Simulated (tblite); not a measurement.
Isomers of [C5H12P]+ (charge +1). Level: GFN2-xTB in tblite, geometry and Hessian alike; calculated harmonic values, unscaled, isolated species. This tight-binding method is rough: wavenumbers can miss measured ones by several per cent, in bad cases by 10 to 20. Modes of hydrogen on phosphorus can be 10 to 20 % off. One conformer each.

Electronic energies: GFN2-xTB at the same geometries; isomer energies are rough at this level and their order can be wrong.

| SMILES | electronic energy, lowest = 0 (kcal/mol) |
| --- | --- |
| C[C@@H]1C[P+]1(C)C | 10.4 |
| C[PH+](C)C1CC1 | 0.0 |
| C/C=C/[PH2+]CC | 9.2 |

Q: How do GFN2-xTB zero-point energies change the relative energies?

A: 
```tsv
SMILES	ZPE (kcal/mol)	of it from modes above 1550 cm⁻¹	electronic (kcal/mol)	with ZPE, lowest = 0 (kcal/mol)	lowest mode (cm⁻¹)	rings
C[PH+](C)C1CC1	96.1	51.2	0.0	0.0	52	1
C/C=C/[PH2+]CC	95.1	52.3	9.2	8.2	51	0
C[C@@H]1C[P+]1(C)C	96.5	51.8	10.4	10.8	106	1
```

The zero-point energies span 1.4 kcal/mol, from `C/C=C/[PH2+]CC` to `C[C@@H]1C[P+]1(C)C`. The order is unchanged.

Q: What do entropy and thermal enthalpy add at 298.15 K and 1 bar (rigid rotor, harmonic oscillator, one conformer each)?

A: 
```json
{"SMILES": "C[PH+](C)C1CC1", "point group": "Cs", "symmetry number": "1", "S (cal/(mol K))": "90.1", "H − H(0) (kcal/mol)": "6.04", "ZPE + H − H(0) − TS (kcal/mol)": "75.3"}
{"SMILES": "C/C=C/[PH2+]CC", "point group": "C1", "symmetry number": "1", "S (cal/(mol K))": "93.8", "H − H(0) (kcal/mol)": "6.41", "ZPE + H − H(0) − TS (kcal/mol)": "73.6"}
{"SMILES": "C[C@@H]1C[P+]1(C)C", "point group": "C1", "symmetry number": "1", "S (cal/(mol K))": "91.3", "H − H(0) (kcal/mol)": "6.34", "ZPE + H − H(0) − TS (kcal/mol)": "75.6"}
```
